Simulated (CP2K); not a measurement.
# SiH4 (silane) at HF/cc-pVTZ

Aim: the energy change on altering one bond length of SiH4 (silane) at HF/cc-pVTZ, from 2 runs. 

The calculation is run with CP2K 2026.2.

2 further runs of the same task are left out: 2 that didn't finish.

## 1. The structure to begin with

The species is SiH4 (5 atoms), meant as a singlet with charge 0. As SMILES, `[SiH4]`. The coordinates come from a PBE0-D4/def2-TZVP relaxation.

Bond lengths: Si1–H2 1.485 Å, Si1–H3 1.485 Å, Si1–H4 1.485 Å, Si1–H5 1.485 Å. Angles: H2–Si1–H3 109.5°, H2–Si1–H4 109.5°, H2–Si1–H5 109.5°, H3–Si1–H4 109.5°, H3–Si1–H5 109.5°, H4–Si1–H5 109.5°.

## 2. The energy at HF/cc-pVTZ

File job.inp:

```
&GLOBAL
   PROJECT job
   RUN_TYPE ENERGY
   PRINT_LEVEL MEDIUM
&END GLOBAL

&FORCE_EVAL
   METHOD Quickstep
   &DFT
      BASIS_SET_FILE_NAME ./cc_pvtz.basis
      POTENTIAL_FILE_NAME POTENTIAL
      &QS
         METHOD GAPW
         EPS_DEFAULT 1.0E-10
      &END QS
      &MGRID
         CUTOFF 280
         REL_CUTOFF 50
         NGRIDS 4
      &END MGRID
      &POISSON
         PERIODIC NONE
         POISSON_SOLVER MULTIPOLE
      &END POISSON
      &SCF
         SCF_GUESS ATOMIC
         EPS_SCF 1.0E-07
         MAX_SCF 80
         ADDED_MOS 10
         &DIAGONALIZATION
            ALGORITHM STANDARD
         &END DIAGONALIZATION
         &MIXING
            METHOD DIRECT_P_MIXING
            ALPHA 0.4
         &END MIXING
      &END SCF
      &XC
         &XC_FUNCTIONAL NONE
         &END XC_FUNCTIONAL
         &HF
            FRACTION 1
            &SCREENING
               EPS_SCHWARZ 1.0E-10
            &END SCREENING
            &MEMORY
               MAX_MEMORY 1050
            &END MEMORY
         &END HF
      &END XC
      &PRINT
         &MOMENTS
            PERIODIC F
            REFERENCE COM
            MAX_MOMENT 1
         &END MOMENTS
         &MO ON
            ENERGIES T
            OCCUPATION_NUMBERS T
            NDIGITS 6
            &EACH
               QS_SCF 0
            &END EACH
            ADD_LAST NUMERIC
         &END MO
         &LOWDIN ON
         &END LOWDIN
         &HIRSHFELD OFF
         &END HIRSHFELD
      &END PRINT
   &END DFT
   &SUBSYS
      &CELL
         ABC 9.3 9.1 9.2
         PERIODIC NONE
      &END CELL
      &COORD
         SCALED T
         Si   0.51953763   0.46464286   0.52127717
         H    0.62358065   0.38899451   0.61812500
         H    0.37641935   0.46957692   0.59259239
         H    0.50823656   0.38329121   0.38187500
         H    0.56991398   0.61670879   0.49257065
      &END COORD
      &KIND Si
         BASIS_SET cc-pVTZ
         POTENTIAL ALL
         LEBEDEV_GRID 194
         RADIAL_GRID 100
      &END KIND
      &KIND H
         BASIS_SET cc-pVTZ
         POTENTIAL ALL
         LEBEDEV_GRID 194
         RADIAL_GRID 100
      &END KIND
   &END SUBSYS
&END FORCE_EVAL
```

On the command line:

```
$ OMP_NUM_THREADS=1 cp2k.psmp job.inp > job.out
```

The program printed:

```text
CP2K| version string:                                       CP2K version 2026.2
[...]
 GLOBAL| Method name                                                        CP2K
[...]
 GLOBAL| Run type                                                         ENERGY
[...]
 DFT| Spin restricted Kohn-Sham (RKS) calculation                            RKS
 DFT| Multiplicity                                                             1
[...]
 DFT| Charge                                                                   0
[...]
 QS| Method:                                                                GAPW
[...]
 QS| Density cutoff [a.u.]:                                                140.0
[...]
 QS| Relative density cutoff [a.u.]:                                        25.0
[...]
                             - Atoms:                                          5
[...]
                             - Spherical basis functions:                     90
[...]
 Number of electrons:                                                         18
[...]
     1 P_Mix/Diag. 0.40E+00    9.1     0.76688832      -291.1574035115 -2.91E+02
[...]
    14 DIIS/Diag.  0.47E-07    0.3     0.00000002      -291.2606070095 -1.14E-13
  *** SCF run converged in    14 steps ***
[...]
  Overlap energy of the core charge distribution:               0.00000012880154
  Self energy of the core charge distribution:               -131.30230308020512
  Core Hamiltonian energy:                                   -159.97883495603517
  Hartree energy:                                              30.74855914997576
  Exchange-correlation energy:                                  0.00000000000000
  Hartree-Fock Exchange energy:                               -21.77790038507376
[...]
                     Mulliken Population Analysis
 #  Atom  Element  Kind  Atomic population                           Net charge
       1     Si       1         13.799003                              0.200997
       2     H        2          1.050480                             -0.050480
       3     H        2          1.050186                             -0.050186
       4     H        2          1.050204                             -0.050204
       5     H        2          1.050127                             -0.050127
 # Total charge                             18.000000                  0.000000
[...]
  Dipole moment [Debye]
    X= -0.1589696E-02 Y=  0.2293020E-02 Z= -0.1974024E-02  Total=      0.0034179
 ENERGY| Total FORCE_EVAL ( QS ) energy [hartree]           -291.260607009492674
[...]
```

Wall time 14 s (1 thread of Arm Neoverse V1, shared host); peak memory 0.48 GiB.

## 3. The distorted shape

File molecule.xyz:

```xyz
5

Si    -0.374786    -1.106999     0.211172
H      0.592814    -1.795399     1.102172
H     -1.705786    -1.062099     0.867272
H     -0.479886    -1.847299    -1.071328
H      0.468500     1.383800    -0.264200
```

File run.inp:

```
&GLOBAL
   PROJECT_NAME run
   RUN_TYPE ENERGY
   PRINT_LEVEL MEDIUM
&END GLOBAL

&FORCE_EVAL
   METHOD Quickstep
   &DFT
      BASIS_SET_FILE_NAME ./cc_pvtz.basis
      POTENTIAL_FILE_NAME POTENTIAL
      &QS
         METHOD GAPW
         EPS_DEFAULT 1.0E-10
      &END QS
      &MGRID
         CUTOFF 280
         REL_CUTOFF 50
         NGRIDS 4
      &END MGRID
      &POISSON
         PERIODIC NONE
         POISSON_SOLVER MULTIPOLE
      &END POISSON
      &SCF
         SCF_GUESS ATOMIC
         EPS_SCF 1.0E-07
         MAX_SCF 100
         ADDED_MOS 10
         &DIAGONALIZATION
            ALGORITHM STANDARD
         &END DIAGONALIZATION
         &MIXING
            METHOD DIRECT_P_MIXING
            ALPHA 0.4
         &END MIXING
      &END SCF
      &XC
         &XC_FUNCTIONAL NONE
         &END XC_FUNCTIONAL
         &HF
            FRACTION 1
            &SCREENING
               EPS_SCHWARZ 1.0E-10
            &END SCREENING
            &MEMORY
               MAX_MEMORY 1050
            &END MEMORY
         &END HF
      &END XC
      &PRINT
         &MOMENTS
            PERIODIC F
            REFERENCE COM
            MAX_MOMENT 1
         &END MOMENTS
         &MO ON
            ENERGIES T
            OCCUPATION_NUMBERS T
            NDIGITS 6
            &EACH
               QS_SCF 0
            &END EACH
            ADD_LAST NUMERIC
         &END MO
         &LOWDIN ON
         &END LOWDIN
         &HIRSHFELD OFF
         &END HIRSHFELD
      &END PRINT
   &END DFT
   &SUBSYS
      &CELL
         ABC 9.3 10.2 9.2
         PERIODIC NONE
      &END CELL
      &TOPOLOGY
         COORD_FILE_NAME molecule.xyz
         COORD_FILE_FORMAT XYZ
         &CENTER_COORDINATES
         &END CENTER_COORDINATES
      &END TOPOLOGY
      &KIND Si
         BASIS_SET cc-pVTZ
         POTENTIAL ALL
         LEBEDEV_GRID 194
         RADIAL_GRID 100
      &END KIND
      &KIND H
         BASIS_SET cc-pVTZ
         POTENTIAL ALL
         LEBEDEV_GRID 194
         RADIAL_GRID 100
      &END KIND
   &END SUBSYS
&END FORCE_EVAL
```

On the command line:

```
$ OMP_NUM_THREADS=1 cp2k.psmp -i run.inp > run.out 2>&1
```

The program printed:

```text
CP2K| version string:                                       CP2K version 2026.2
[...]
 GLOBAL| Method name                                                        CP2K
[...]
 GLOBAL| Run type                                                         ENERGY
[...]
 DFT| Spin restricted Kohn-Sham (RKS) calculation                            RKS
 DFT| Multiplicity                                                             1
[...]
 DFT| Charge                                                                   0
[...]
 QS| Method:                                                                GAPW
[...]
 QS| Density cutoff [a.u.]:                                                140.0
[...]
 QS| Relative density cutoff [a.u.]:                                        25.0
[...]
                             - Atoms:                                          5
[...]
                             - Spherical basis functions:                     90
[...]
 Number of electrons:                                                         18
[...]
     1 P_Mix/Diag. 0.40E+00    8.6     0.71902183      -290.8939012131 -2.91E+02
[...]
    15 DIIS/Diag.  0.33E-07    0.3     0.00000004      -291.1224601384  1.14E-12
  *** SCF run converged in    15 steps ***
[...]
  Overlap energy of the core charge distribution:               0.00000009663141
  Self energy of the core charge distribution:               -131.30230308020512
  Core Hamiltonian energy:                                   -160.29328105643623
  Hartree energy:                                              31.06235458680518
  Exchange-correlation energy:                                  0.00000000000000
  Hartree-Fock Exchange energy:                               -21.58557089096863
[...]
                     Mulliken Population Analysis
 #  Atom  Element  Kind  Atomic population                           Net charge
       1     Si       1         13.766437                              0.233563
       2     H        2          1.009625                             -0.009625
       3     H        2          1.008548                             -0.008548
       4     H        2          1.009639                             -0.009639
       5     H        2          1.205751                             -0.205751
 # Total charge                             18.000000                  0.000000
[...]
  Dipole moment [Debye]
    X= -0.8100152E+00 Y= -0.2364475E+01 Z=  0.4545536E+00  Total=      2.5403711
 ENERGY| Total FORCE_EVAL ( QS ) energy [hartree]           -291.122460138430256
[...]
```

Run time: 14 s. Hardware: 1 thread of Arm Neoverse V1, shared host; peak memory 0.51 GiB.

## 4. Results

At HF/cc-pVTZ:

```
                                                          quantity          value
                                         first shape: total energy  -291.26061 Eh
                                        first shape: dipole moment         0.00 D
                                          first shape: HOMO energy      -13.21 eV
                                          first shape: LUMO energy        4.18 eV
                                        first shape: HOMO–LUMO gap       17.40 eV
                                     distorted shape: total energy  -291.12246 Eh
                                    distorted shape: dipole moment         2.54 D
                                      distorted shape: HOMO energy       -9.23 eV
                                      distorted shape: LUMO energy        0.34 eV
                                    distorted shape: HOMO–LUMO gap        9.58 eV
energy change with the Si1–H5 bond stretched from 1.485 to 2.672 Å       3.759 eV
```

In words: One bond (distorted shape) is far stretched, which a spin-restricted single reference describes badly; a broken-symmetry solution may lie lower. With the Si1–H5 bond stretched from 1.485 to 2.672 Å the energy rises by 3.76 eV (363 kJ/mol). The first shape isn't relaxed at this level, so the change isn't measured from a minimum. A restricted reference can't describe the breaking bond well at this length.
